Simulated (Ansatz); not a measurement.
# CH3B: the cost of one run

Method: PBE0-D4/def2-TZVP structures, single points in def2-TZVPP, no counterpoise correction; program: Ansatz 0.2.0, Gaussian basis.

Levels: SPW92, PBE-D4, BLYP-D4, r2SCAN-D4, B97M-V, PBE0-D4, B3LYP-D4, r2SCAN0-D4, BHLYP-D4, CAM-B3LYP-D4, wB97X-V, wB97M-V, B2PLYP, PBE-QIDH, RPA on PBE, Hartree-Fock, MP2, CCSD, CCSD(T).

Cores are frozen in the correlated methods. B3LYP uses VWN-RPA correlation. B2PLYP carries no dispersion term here.

40 further runs of the same task are left out: 40 set aside as unsound or not needed.

## 1. Starting geometry

The complex: 8 atoms, charge 0, spin multiplicity 1.

Atoms are counted from 1 here; the program's logs count them from 0.

Bond lengths: B1–O2 1.617 Å, B1–C3 1.411 Å, B1–H5 1.191 Å, O2–H4 0.968 Å, O2–H6 0.965 Å, C3–H7 1.085 Å, C3–H8 1.091 Å. Angles: O2–B1–C3 113.4°, O2–B1–H5 106.7°, C3–B1–H5 139.9°, B1–O2–H4 106.4°, B1–O2–H6 112.1°, H4–O2–H6 108.6°, B1–C3–H7 121.8°, B1–C3–H8 125.0°, H7–C3–H8 113.2°.

Coordinates:

```mol
CH5BO
  3D, bonds by distance, orders not assigned

  8  7  0  0  0  0  0  0  0  0999 V2000
   -0.5873    0.0090   -0.2838 B   0  0
    0.4136   -1.2615   -0.2859 O   0  0
    0.0163    1.1981    0.1787 C   0  0
    1.2213   -0.9734    0.1626 H   0  0
   -1.6369   -0.3825   -0.6894 H   0  0
    0.0458   -2.0137    0.1941 H   0  0
   -0.5235    2.1382    0.2107 H   0  0
    1.0507    1.2857    0.5131 H   0  0
  1  2  8  0
  1  3  8  0
  1  5  8  0
  2  4  8  0
  2  6  8  0
  3  7  8  0
  3  8  8  0
M  END
```

Its parts: CH₃B holds atoms 1, 3, 5, 7, 8; H₂O holds atoms 2, 4, 6. Each part counts its atoms afresh in its own runs.

## 2. Relaxing CH₃B alone

relax-a/in.yaml reads:

```yaml
crystal:
  periodic: [false, false, false]
  atoms:
    - {symbol: B, position_ang: [-0.587251, 0.008995, -0.283805]}
    - {symbol: C, position_ang: [0.016325, 1.198088, 0.178667]}
    - {symbol: H, position_ang: [-1.636903, -0.382535, -0.689405]}
    - {symbol: H, position_ang: [-0.523543, 2.138160, 0.210665]}
    - {symbol: H, position_ang: [1.050654, 1.285669, 0.513086]}
basis:
  gaussian: {orbitals: def2-TZVP}
hamiltonian: {xc: pbe0, dispersion: d4}
relax: {f_tol: 0.005, max_steps: 200}
```

Started as:

```
> ansatz run in.yaml --threads 2 --pin off --events-out ev --progress --plain --max-ram 4352MiB
```

**Question.** How long does this run take on 2 threads of Arm Neoverse V1, shared host?

About 6 s.
